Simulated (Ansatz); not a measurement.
# BClH6Si: a reaction path by the nudged elastic band

Aim: the minimum-energy path between two given structures and its highest point. Both ends were relaxed at PBE0-D4 in triple zeta.

Method: PBE0-D4/def2-SVP; program: Ansatz 0.2.0, Gaussian basis.

22 further runs of the same task are left out: 22 set aside as unsound or not needed.

### Step 1. Where the work starts

The first end: 9 atoms, charge 0, spin multiplicity 1.

Atoms are counted from 1 here; the program's logs count them from 0.

Bond lengths: B1–Si2 2.012 Å, B1–H3 1.198 Å, B1–H4 1.199 Å, Si2–H7 1.491 Å, Si2–H8 1.502 Å, Si2–H9 1.492 Å, H5–Cl6 1.287 Å. Angles: Si2–B1–H3 117.8°, Si2–B1–H4 119.1°, H3–B1–H4 116.7°, B1–Si2–H7 112.0°, B1–Si2–H8 109.8°, B1–Si2–H9 114.4°, H7–Si2–H8 106.8°, H7–Si2–H9 107.7°, H8–Si2–H9 105.7°.

Coordinates:

```mol
BClH6Si
  3D, bonds by distance, orders not assigned

  9  7  0  0  0  0  0  0  0  0999 V2000
   -0.9937   -0.3714    0.1952 B   0  0
    0.9938   -0.5731   -0.0423 Si  0  0
   -1.6911   -0.5519   -0.7619 H   0  0
   -1.4795   -0.6004    1.2668 H   0  0
   -0.2982    2.1242   -0.5669 H   0  0
   -1.1707    1.8036    0.3237 Cl  0  0
    1.3653   -1.9445   -0.4941 H   0  0
    1.4791    0.3785   -1.0981 H   0  0
    1.7949   -0.2650    1.1775 H   0  0
  1  2  8  0
  1  3  8  0
  1  4  8  0
  2  7  8  0
  2  8  8  0
  2  9  8  0
  5  6  8  0
M  END
```

The second end:

```
B    -1.1092    0.2059    0.2198
Si    1.0287   -0.2908   -0.1946
H    -0.9705   -0.5368   -0.7351
H    -1.7640   -0.3101    1.0777
H     0.0052    0.2280    0.9403
Cl   -1.4676    1.9220   -0.2195
H     1.0119   -1.7671   -0.2113
H     1.0935    0.3672   -1.5116
H     2.1721    0.1817    0.6343
```

### Step 2. The band at PBE0-D4/def2-SVP

File neb/in.yaml:

```yaml
crystal:
  periodic: [false, false, false]
  atoms:
    - {symbol: B, position_ang: [-0.993671, -0.371440, 0.195201]}
    - {symbol: Si, position_ang: [0.993772, -0.573064, -0.042294]}
    - {symbol: H, position_ang: [-1.691064, -0.551869, -0.761916]}
    - {symbol: H, position_ang: [-1.479509, -0.600406, 1.266848]}
    - {symbol: H, position_ang: [-0.298169, 2.124154, -0.566854]}
    - {symbol: Cl, position_ang: [-1.170657, 1.803628, 0.323686]}
    - {symbol: H, position_ang: [1.365296, -1.944528, -0.494066]}
    - {symbol: H, position_ang: [1.479096, 0.378544, -1.098143]}
    - {symbol: H, position_ang: [1.794907, -0.265019, 1.177541]}
basis:
  gaussian: {orbitals: def2-SVP}
hamiltonian: {xc: pbe0, dispersion: d4}
neb:
  images: 5
  climbing: true
  max_iterations: 40
  initial_path: idpp
  final_atoms:
    - {symbol: B, position_ang: [-1.109244, 0.205860, 0.219846]}
    - {symbol: Si, position_ang: [1.028719, -0.290766, -0.194645]}
    - {symbol: H, position_ang: [-0.970478, -0.536798, -0.735075]}
    - {symbol: H, position_ang: [-1.764014, -0.310106, 1.077733]}
    - {symbol: H, position_ang: [0.005160, 0.227966, 0.940314]}
    - {symbol: Cl, position_ang: [-1.467599, 1.922012, -0.219534]}
    - {symbol: H, position_ang: [1.011886, -1.767066, -0.211327]}
    - {symbol: H, position_ang: [1.093501, 0.367166, -1.511628]}
    - {symbol: H, position_ang: [2.172069, 0.181731, 0.634316]}
```

Run with:

```sh
$ ansatz run in.yaml --threads 2 --pin off --events-out ev --progress --plain --max-ram 4352MiB
```

Standard output, cut to the lines that bear on the results:

```text
Functional definition: PBE0
  name "PBE0"
  cite "Adamo & Barone, J. Chem. Phys. 110, 6158 (1999) doi:10.1063/1.478522"
  cite "Perdew, Burke & Ernzerhof, Phys. Rev. Lett. 77, 3865 (1996) doi:10.1103/PhysRevLett.77.3865"
  parent pbe
[...]
843 factors; integrals over basis functions are off by at most 4.7e-4 eV
[...]
mean field -21157.55607128 eV, -777.5258445131 hartree, gradient 4.3e-5 eV, S^2 0.000000; 0 other end points of the search recorded, 0 dependent functions left out
[...]
reference -21157.55609709 eV, -777.5258454614 hartree; 21, 21 occupied and 59, 59 virtual orbitals, 843 factors
[... from here to the last solve, the lines of the solves are left out (177 solves) ...]
WARN: NEB end point (image 0): max|allowed force component| = 2.608e-1 eV/Å (the criterion of neb.relax_end_points is 1.000e-2). That is over neb.f_tol: it is no minimum, so the barrier can be far off. Relax it first
WARN: NEB end point (image 6): max|allowed force component| = 2.702e-1 eV/Å (the criterion of neb.relax_end_points is 1.000e-2). That is over neb.f_tol: it is no minimum, so the barrier can be far off. Relax it first
NEB iter   1: max|band force component| = 3.820e0 eV/Å  barrier→ = 1.8103 eV  barrier← = 2.8754 eV  Δτ_max = 0.2000 Å  (173 SCF iters)
[...]
NEB iter   7: max|band force component| = 2.775e-1 eV/Å  barrier→ = 0.3356 eV  barrier← = 1.4007 eV  CI = image 2  Δτ_max = 0.1991 Å  (133 SCF iters)
[...]
NEB iter  13: max|band force component| = 1.096e-1 eV/Å  barrier→ = 0.3319 eV  barrier← = 1.3970 eV  CI = image 2  Δτ_max = 0.0502 Å  (136 SCF iters)
[...]
NEB iter  19: max|band force component| = 7.161e-2 eV/Å  barrier→ = 0.3302 eV  barrier← = 1.3953 eV  CI = image 2  Δτ_max = 0.0250 Å  (102 SCF iters)
[...]
NEB iter  25: max|band force component| = 5.424e-2 eV/Å  barrier→ = 0.3302 eV  barrier← = 1.3953 eV  CI = image 2  Δτ_max = 0.0501 Å  (100 SCF iters)
[...]
NEB iter  26: max|band force component| = 4.107e-2 eV/Å  barrier→ = 0.3302 eV  barrier← = 1.3953 eV  CI = image 2  CI's point: of a kind that is not told: the force calls were inconclusive, a negative curvature could not be distinguished from the path's own, the only one lies far off the [...]
Total energy: -21157.36996524 eV, -777.5190052421 hartree
Atom 0 at    -0.965617    -0.260522     0.184659 Å, force     0.000227     0.000089    -0.000026 eV/Å
Atom 1 at     1.042689    -0.364064    -0.249991 Å, force    -0.000069    -0.000029     0.000024 eV/Å
Atom 2 at    -1.670427    -0.491513    -0.763865 Å, force    -0.000096    -0.000034    -0.000181 eV/Å
Atom 3 at    -1.233922    -0.652821     1.290972 Å, force     0.000002    -0.000069     0.000131 eV/Å
Atom 4 at    -0.323675     1.255183     0.167023 Å, force    -0.000151     0.000092     0.000063 eV/Å
Atom 5 at    -1.454781     1.968583     0.463514 Å, force     0.000109    -0.000028    -0.000013 eV/Å
Atom 6 at     1.182523    -1.848948    -0.396734 Å, force     0.000009    -0.000011     0.000020 eV/Å
Atom 7 at     1.460877     0.290121    -1.528779 Å, force    -0.000020    -0.000024    -0.000001 eV/Å
Atom 8 at     1.962335     0.103982     0.833202 Å, force    -0.000010     0.000014    -0.000017 eV/Å
Dipole moment:     0.092908     0.087508    -0.012891 e Å
```

It took 3.3 min on 2 threads of Arm Neoverse V2, shared host.

The last band:

| image | path (Å) | energy (eV) | B1–Cl6 (Å) | Si2–H5 (Å) | B1–Si2 (Å) | H5–Cl6 (Å) |
| --- | --- | --- | --- | --- | --- | --- |
| 0 | 0.00 | 0.000 | 2.19 | 3.04 | 2.01 | 1.29 |
| 1 | 1.75 | 0.029 | 2.38 | 3.78 | 2.02 | 1.29 |
| 2 | 3.49 | 0.330 | 2.30 | 2.16 | 2.06 | 1.37 |
| 3 | 4.23 | -0.524 | 1.90 | 1.63 | 2.31 | 1.98 |
| 4 | 4.97 | -0.952 | 1.79 | 1.53 | 2.61 | 2.42 |
| 5 | 5.71 | -1.015 | 1.80 | 1.56 | 2.46 | 2.50 |
| 6 | 6.45 | -1.065 | 1.81 | 1.61 | 2.23 | 2.53 |

The highest image, 2:

```
B    -0.9656   -0.2605    0.1847
Si    1.0427   -0.3641   -0.2500
H    -1.6704   -0.4915   -0.7639
H    -1.2339   -0.6528    1.2910
H    -0.3237    1.2552    0.1670
Cl   -1.4548    1.9686    0.4635
H     1.1825   -1.8489   -0.3967
H     1.4609    0.2901   -1.5288
H     1.9623    0.1040    0.8332
```

### Step 3. Outcome

| quantity | value |
| --- | --- |
| PBE0-D4/def2-SVP, 26 iterations | highest 0.330 eV (image 2), last end -1.065 eV |
| from earlier runs: barrier over the separately found saddle, CCSD(T)/def2-TZVPP | 0.440 eV |

The highest image lies 0.330 eV above the first end, and it climbed, so it estimates the saddle. The ends are not quite minima at this level (largest force component 0.27 eV/Å), so the heights are unreliable: relaxing the first end would lower it and raise the barrier above it. The highest image is 0.110 eV below the CCSD(T) barrier in triple zeta, which comes from separate runs on the saddle.
